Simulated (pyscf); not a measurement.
7 gas-phase steps of one pattern: four-centre exchange on the singlet surface, Ge–N + H–H or H–H + N–Si or H–H + P–Si broken and Ge–H + H–N or H–N + H–Si or H–P + H–Si formed. Structures and frequencies: ωB97X-D3(BJ)/def2-SVP in PySCF. Electronic energies in kcal/mol, from the separated reactants; ΔE‡ at ωB97M-D3(BJ)/def2-TZVP, beside the barrier at PBE/def2-TZVP on the same structures. Rows were drawn at random from the steps of this pattern with a verified saddle, stable references and no exit in the data more than 5 kcal/mol lower.

```tsv
row	step	ΔE‡(PBE)	ΔE‡
1	H₂N–GeH₂–Cl + H₂ → Cl–GeH₃ + NH₃	42.8	49.1
2	H₂B–PH–SiH₃ + H₂ → H₂B–PH₂ + SiH₄	54.6	62.3
3	H₃C–N(CH₃)–SiH₂–NH₂ + H₂ → H₃C–N(CH₃)–SiH₃ + NH₃	40.0	45.9
4	H₂N–SiH(NH₂)–F + H₂ → H₂N–SiH₂–F + NH₃	40.7	46.7
5	H₂N–SiH₂–F + H₂ → F–SiH₃ + NH₃	39.3	44.9
6	H₂N–SiH(OH)–F + H₂ -> HO–SiH₂–F + NH₃	43.0	49.1
7	H₂N–Si(NH₂)(Cl)–Cl + H₂ → H₂N–SiH(Cl)–Cl + NH₃	39.1	?
```

From a straight line through the complete rows, estimate the missing barrier and say how far the line can be trusted.

Over the 6 complete rows the means are +43.4 (ΔE‡(PBE)) and 49.7 (ΔE‡); least squares gives b = 1.13 and a = 0.6 kcal/mol, with residuals of 0.1 kcal/mol (root mean square; largest 0.1, row 1). For row 7: 0.6 + 1.13 × (+39.1) = 44.8 kcal/mol, an extrapolation. The computed barrier is 44.6 kcal/mol, 0.2 under the line. The line follows the complete rows closely. Each barrier is that of the saddle found. Elements up to Kr have no core potential and no relativistic terms here.
